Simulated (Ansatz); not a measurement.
LiP: a scan of the bond length, run with Ansatz 0.2.0 through its Python package.

The script, `scan_lip.py`:
```python
# -*- coding: utf-8 -*-
from dataclasses import dataclass

import ansatz as az
import numpy as np


@dataclass
class RunConfig:
    basis_set: str = "cc-pVDZ"
    functional: str = "pbe"


cfg = RunConfig()


def main():
    geometry_ang = [
        ("Li", [0.0, 0.0, 0.0]),
        ("P", [0.0, 0.0, 2.35]),
    ]
    molecule = az.Crystal.molecule()
    for symbol, xyz in geometry_ang:
        molecule = molecule.atom(symbol, xyz)

    symbols = [site.symbol for site in molecule.cartesian_sites]
    start = np.array([site.position_ang for site in molecule.cartesian_sites])
    axis = (start[1] - start[0]) / np.linalg.norm(start[1] - start[0])
    moving = [1]
    lengths, energies = [2.0, 2.16, 2.35, 2.59, 2.94, 3.53, 4.23, 5.17], []
    for length in lengths:
        xyz = start.copy()
        xyz[moving] += (length - np.linalg.norm(start[1] - start[0])) * axis
        point = az.Crystal.molecule()
        for symbol, place in zip(symbols, xyz):
            point = point.atom(symbol, place.tolist())
        base = (
            point.calculation()
            .basis(gaussian=cfg.basis_set)
            .functional(cfg.functional)
            .spin("collinear", total=2)
        )
        data = base.run(threads=1, backend="cpu").report
        energies.append(data["free_energy_ev"])
        print(f"r = {length:6.3f} A  E = {energies[-1]:.5f} eV  <S^2> = {abs(data['mean_field']['state']['spin_squared']):.3f}")

    print("energy above the lowest point (eV):", [round(e - min(energies), 3) for e in energies])


if __name__ == "__main__":
    main()
```

Its results, one of them left out:

| r (Å) | E less the lowest row shown (eV) |
| --- | --- |
| 2.000 | 0.3643 |
| 2.160 | 0.0198 |
| 2.350 | ? |
| 2.590 | 0.0000 |
| 2.940 | 0.3328 |
| 3.530 | 0.8960 |

What is the missing energy at 2.350 Å?

A cubic in 1/r through the 5 rows shown, E = 0.8531 +23.5413/r -126.3697/r² +154.6796/r³ (eV, Å), gives -0.0933 eV at 2.350 Å. The run gave -0.0965 eV, a miss of 3.3 meV.

What to keep in mind:
- The basis set is modest, and single-reference methods fail as a bond breaks.
- The run takes the species as open-shell (spin multiplicity 3), which needn't be its ground state.
- The expectation value of S² is noticeably off S(S+1) in at least one run, so that state is spin-contaminated.
- The spin state was assumed, and another may lie lower.
- Finished in 18 s on 1 thread of Arm Neoverse V1, with other jobs on the host, peak memory 0.16 GiB.
